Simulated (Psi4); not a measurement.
**OH− (hydroxide) at PBE/aug-cc-pVTZ (sweep point 9)**

Aim: the vertical ionisation energy of OH− (hydroxide) at PBE/aug-cc-pVTZ (sweep point 9), from 2 runs. 

The calculation is run with Psi4 1.11.

**1. The structure to begin with**

The species is OH− (2 atoms), meant as a singlet with charge -1. SMILES: `[OH-]`. Geometry: relaxed at PBE0-D4/def2-TZVPD.

Bond lengths: O1–H2 0.964 Å.

**2. The energy at PBE/aug-cc-pVTZ (sweep point 9)**

Input file ho.in:

```
memory 1600 MB

molecule mol {
  -1 1
  O      0.411800    -0.131800     0.212500
  H     -0.411800     0.131800    -0.212500
  symmetry c1
}

set globals {
  puream true
  scf_type pk
  dft_radial_points 99
  dft_spherical_points 590
}

energy("pbe/aug-cc-pVTZ")
print_variables()
```

Command:

```console
psi4 -n 1 ho.in ho.out
```

ho.out:

```text
[...]
  Running in c1 symmetry.
[...]
  Nuclear repulsion =    4.393567039872164
[...]
  Multiplicity = 1
[...]
  Nalpha       = 5
  Nbeta        = 5
[...]
    Number of basis functions: 69
[...]
   @RKS iter   1:   -75.32880415352791    9.29495e-03   1.49144e-02 DIIS/ADIIS
[...]
   @RKS iter   9:   -75.75420683038261   -6.04534e-09   1.70983e-07 DIIS
[...]
    Orbital Energies [Eh]
    ---------------------
    Doubly Occupied:
       1A    -18.406357     2A     -0.519794     3A     -0.053171
       4A      0.080991     5A      0.080991
[...]
  @RKS Final Energy:   -75.75420683038261
   => Energetics <=
    Nuclear Repulsion Energy =              4.3935670398721642
    One-Electron Energy =                -116.2181004579666990
    Two-Electron Energy =                  45.0927686023038632
    DFT Exchange-Correlation Energy =      -9.0224420145919506
    Empirical Dispersion Energy =           0.0000000000000000
    VV10 Nonlocal Energy =                  0.0000000000000000
    Total Energy =                        -75.7542068303826142
[...]
 Multipole Moments:
 ------------------------------------------------------------------------------------
     Multipole            Electronic (a.u.)      Nuclear  (a.u.)        Total (a.u.)
 ------------------------------------------------------------------------------------
 L = 1.  Multiply by 2.5417464519 to convert [e a0] to [Debye]
 Dipole X            :         -0.0000000           -0.0000000           -0.0000000
 Dipole Y            :          0.0000000           -0.0000000            0.0000000
 Dipole Z            :          0.4142497           -0.8494811           -0.4352315
 Magnitude           :                                                    0.4352315
[...]
```

Run time: 3.6 s. Hardware: 1 thread of Intel Xeon 6975P-C (Granite Rapids), shared host; peak memory 0.5 GiB.

**3. Doublet neutral OH at the same level**

Input file input.inp:

```
memory 1.6 GB

molecule {
  0 2
  O      0.411800    -0.131800     0.212500
  H     -0.411800     0.131800    -0.212500
  units angstrom
  symmetry c1
}

set reference uks
set puream true
set scf_type pk
set dft_radial_points 99
set dft_spherical_points 590
set maxiter 150

e_tot, wfn = energy("pbe/aug-cc-pVTZ", return_wfn=True)
```

Command:

```console
psi4 -i input.inp -o input.out -n 1
```

input.out:

```text
[...]
  Running in c1 symmetry.
[...]
  Nuclear repulsion =    4.393567039872164
[...]
  Multiplicity = 2
[...]
  Nalpha       = 5
  Nbeta        = 4
[...]
    Number of basis functions: 69
[...]
   @UKS iter   1:   -75.61093803958310   -2.72839e-01   6.43423e-03 ADIIS/DIIS
[...]
   @UKS iter   7:   -75.68219891853555   -2.68136e-08   5.20820e-07 DIIS
[...]
   @S^2 Observed:                7.522917595E-01
[...]
    Orbital Energies [Eh]
    ---------------------
    Alpha Occupied:
       1A    -18.832284     2A     -0.938222     3A     -0.430975
       4A     -0.367540     5A     -0.294507
    Alpha Virtual:
       6A     -0.028734     7A      0.066240     8A      0.080735
       9A      0.088915    10A      0.101550    11A      0.168129
      12A      0.187207    13A      0.191693    14A      0.302464
      15A      0.465527    16A      0.470087    17A      0.482293
      18A      0.563554    19A      0.576371    20A      0.655396
      21A      0.683138    22A      0.710758    23A      0.728559
      24A      0.790576    25A      0.791143    26A      0.809919
[...]
  @UKS Final Energy:   -75.68219891853555
   => Energetics <=
    Nuclear Repulsion Energy =              4.3935670398721642
    One-Electron Energy =                -112.6341515153343948
    Two-Electron Energy =                  41.3521395306916091
    DFT Exchange-Correlation Energy =      -8.7937539737649395
    Empirical Dispersion Energy =           0.0000000000000000
    VV10 Nonlocal Energy =                  0.0000000000000000
    Total Energy =                        -75.6821989185355477
[...]
 Multipole Moments:
 ------------------------------------------------------------------------------------
     Multipole            Electronic (a.u.)      Nuclear  (a.u.)        Total (a.u.)
 ------------------------------------------------------------------------------------
 L = 1.  Multiply by 2.5417464519 to convert [e a0] to [Debye]
 Dipole X            :         -0.0000000           -0.0000000           -0.0000000
 Dipole Y            :          0.0000000           -0.0000000            0.0000000
 Dipole Z            :          0.2227679           -0.8494811           -0.6267132
 Magnitude           :                                                    0.6267132
[...]
```

It took 3.9 s on 1 thread of Intel Xeon 6975P-C (Granite Rapids), shared host; peak memory 0.49 GiB.

**4. What came out**

Level: PBE/aug-cc-pVTZ (sweep point 9).

```
                                                          quantity         value
                                         singlet OH−: total energy  -75.75421 Eh
                                          singlet OH−: HOMO energy       2.20 eV
                                          singlet OH−: LUMO energy       3.69 eV
singlet OH−: HOMO–LUMO gap (to an unbound level, set by the basis)       1.49 eV
                                  doublet neutral OH: total energy  -75.68220 Eh
                                 doublet neutral OH: dipole moment        1.59 D
            doublet neutral OH: HOMO energy (highest over α and β)      -7.39 eV
             doublet neutral OH: LUMO energy (lowest over α and β)      -6.47 eV
                                          doublet neutral OH: ⟨S²⟩         0.752
               vertical detachment energy (to the doublet neutral)      1.959 eV
```

**Reading.** The vertical ionisation energy comes to 1.96 eV (45 kcal/mol). The negative HOMO energy of the first species, -2.20 eV, lies 4.16 eV below that difference. The HOMO (singlet OH−) lies at positive energy, 2.20 eV, as semi-local functionals often give for anions; only total energies tell whether the electron is bound.
